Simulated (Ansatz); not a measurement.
Wavefunction ladder for C3H5FS, SMILES `CC(=S)CF`

```csv
atom,x (Å),y (Å),z (Å)
C1,0.2190,0.3318,1.2281
C2,0.5039,0.2775,-0.2282
S3,1.7853,0.9607,-0.9399
C4,-0.4828,-0.4719,-1.0783
F5,-1.5251,-0.9961,-0.3415
H6,-0.7643,0.7825,1.3989
H7,0.9875,0.8940,1.7528
H8,0.1500,-0.6839,1.6319
H9,0.0256,-1.2947,-1.5893
H10,-0.8990,0.1999,-1.8345
```

The species carries charge 0 and has multiplicity 1. Geometry: relaxed with PBE0-D4/def2-TZVP. It is one conformer, not always the lowest. Frozen core, restricted reference, Ansatz 0.2.0. CBS rows extrapolate triple and quadruple zeta; past MP2 they add the triple-zeta difference.

```tsv
basis	HF (Eh)	MP2 corr.
def2-SVP	-613.16501	-0.72282
def2-TZVPP	-613.55835	-0.91961
def2-QZVPP	-613.57919	-0.99109
```

**Question.** Estimate the CCSD correlation energy and the (T) correction in each basis where they were run (hartree).

**Answer.** 
| basis | CCSD corr. | (T) |
| --- | --- | --- |
| def2-SVP | -0.76961 | -0.02408 |
| def2-TZVPP | -0.95855 | -0.04110 |
| CBS(def2) | -1.08297 | as TZ |
